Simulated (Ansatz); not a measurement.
```yaml
crystal:
  periodic: [false, false, false]
  atoms:
    - {symbol: B, position_ang: [-1.215811, 0.090638, -0.000658]}
    - {symbol: P, position_ang: [0.475349, -0.001692, 0.000159]}
    - {symbol: H, position_ang: [-2.313327, 0.429655, -0.002006]}
    - {symbol: H, position_ang: [0.746554, -1.349839, 0.004193]}
basis:
  gaussian: {orbitals: def2-TZVP}
hamiltonian: {xc: pbe0}
relax: {f_tol: 0.004, max_steps: 80}
```

```sh
$ ansatz run in.yaml --threads 1 --pin off --events-out ev --progress --plain --max-ram 2176MiB
```

Steps of the relaxation (energy above the last step; positions in Å, forces in eV/Å):

```
4
step 1, 383.6 meV
B    -1.216    0.091   -0.001    0.195   -0.277    0.001
P     0.475   -0.002    0.000    0.772    1.131   -0.003
H    -2.313    0.430   -0.002   -0.852    0.141   -0.001
H     0.747   -1.350    0.004   -0.115   -0.995    0.003
```

```
4
step 2, 317.7 meV
B    -1.195    0.097   -0.001   -0.144   -0.045    0.000
P     0.508    0.027    0.000    0.598    0.498   -0.001
H    -2.325    0.406   -0.002   -0.243   -0.068    0.000
H     0.705   -1.361    0.004   -0.212   -0.385    0.001
```

```
4
step 3, 261.8 meV
B    -1.116    0.122   -0.001   -0.265    0.235   -0.001
P     0.614    0.117    0.000   -0.298   -0.821    0.002
H    -2.314    0.291   -0.002    0.671   -0.263    0.001
H     0.509   -1.360    0.004   -0.108    0.849   -0.003
```

```
4
step 10, 0.0 meV
B    -0.912    0.099   -0.001    0.000   -0.003    0.000
P     0.775    0.177    0.000   -0.003    0.003    0.000
H    -2.085   -0.026   -0.001    0.004    0.002    0.000
H    -0.085   -1.081    0.003   -0.001   -0.003    0.000
```

Close pairs at the end: B1–H3 1.180 Å, B1–H4 1.441 Å, P2–H4 1.524 Å, B1–P2 1.690 Å.

A stationary point of restricted PBE0 after 10 steps (its stability towards spin polarisation wasn't tested); no frequencies were run, so it isn't proven a minimum. 13 s on 1 thread of Arm Neoverse V1, shared host.
